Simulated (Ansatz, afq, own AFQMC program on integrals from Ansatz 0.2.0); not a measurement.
Integrals from Ansatz 0.2.0, then the random walk in our own AFQMC program (afq).

```yaml
crystal:
  periodic: [false, false, false]
  atoms:
    - {symbol: Ge, position_ang: [0.000000, 0.000000, 0.000000]}
basis:
  gaussian: {orbitals: cc-pVQZ}
magnetization: {spin_polarized: true, initial_magnetization: 2}
correlation: {method: ccsd_t, electrons: outside_noble_gas, hamiltonian_folder: ham}
```

```sh
$ ansatz run in.yaml --threads 1 --pin off --events-out ev --progress --plain --max-ram 16896MiB --backend cuda --devices 0, --max-vram 18GiB
```

afq runs on the folder ham with

```
--method phaseless --trial hf --walkers 4000 --populations 20 --least-time 40 --time-step 0.005 --steps-per-block 20 --equilibration-blocks 112 --max-blocks 4000 --target-error 0.0006000 --factor-cut 1e-05 --start spin_pure --seed 4214 --taylor-order 6
```

Times are imaginary, in 1/Eh. The walk had a cap of 67 s. With eight or more populations the least sampling time is a fifth of least-time, and the error comes from their spread. Filled inner d shells are frozen with the cores.

```
orbitals 54  electrons 3 1  factors 402 of 432
reference energy -2075.36358677 Eh
CCSD correlation -0.06713580 Eh in 8 cycles, weight of the determinant in the CISD state 0.9443
energy of the start -2075.363669 Eh
 block  time / (1/Eh)  mean weight  energy / Eh
     1     0.100  1.0003  -2075.373720
     2     0.200  1.0002  -2075.381721
     3     0.300  1.0004  -2075.388140
     4     0.400  1.0003  -2075.393122
     5     0.500  1.0003  -2075.397961
     7     0.700  1.0001  -2075.405525
     9     0.900  1.0002  -2075.410531
    13     1.300  1.0002  -2075.418362
    21     2.100  1.0001  -2075.424785
    25     2.500  0.9999  -2075.426373
    29     2.900  0.9999  -2075.428858
    37     3.700  1.0001  -2075.429656
    45     4.500  0.9999  -2075.432489
    53     5.300  1.0000  -2075.431413
    61     6.100  1.0000  -2075.431425
    69     6.900  0.9999  -2075.432314
    77     7.700  1.0002  -2075.431905
    85     8.500  1.0000  -2075.432408
    93     9.300  1.0000  -2075.433480
   101    10.100  0.9999  -2075.432024
   109    10.900  1.0001  -2075.432513
   117    11.700  1.0000  -2075.430941
   125    12.500  0.9997  -2075.431775
   133    13.300  0.9999  -2075.430462
   141    14.100  1.0001  -2075.430893
   149    14.900  1.0000  -2075.431282
   157    15.700  1.0003  -2075.431732
   165    16.500  1.0001  -2075.430443
   173    17.300  1.0001  -2075.430183
   181    18.100  1.0001  -2075.431238
   189    18.900  1.0000  -2075.432230
error from the spread of 20 populations
energy -2075.431161 +/- 0.000408 Eh
(rows thinned)
```

(1) Estimate how long the walk took on 1 × NVIDIA H100 80GB HBM3 with 2 threads of AMD EPYC 7R13 Processor (Zen 3), with other jobs on the host (the card was shared).

The run passed its tests (sampling time, drift between the halves within three errors, error under three times the target), which doesn't prove that it has relaxed.

Against this walk (error 11.1 meV) on the same determinant: CCSD(T) 45.5 meV lower, CCSDT(Q) 60.3 meV lower, full CI 60.5 meV lower, a separate phaseless walk with a CISD trial and standard settings 56.4 ± 11.2 meV lower. The error is statistical and leaves out the bias of the constraint. Full CI is exact here, so the walk's 61 meV above it is the walk's own error: the bias of the constraint with this trial.

Cautions: constraint bias not in the error; no relativity below Rb; no spin-orbit coupling; inner d shell frozen.

## Answers

(1) 19 s of wall time.

CCSDT and higher add their correlation energy to the determinant of the CCSD(T) run, since their own runs factorise the integrals more tightly (a shift of under 2 meV). A walk keeps the symmetry of its determinant, which the program's search chose and which needn't be the lowest solution, so a lower state of the same spin and another symmetry isn't excluded.
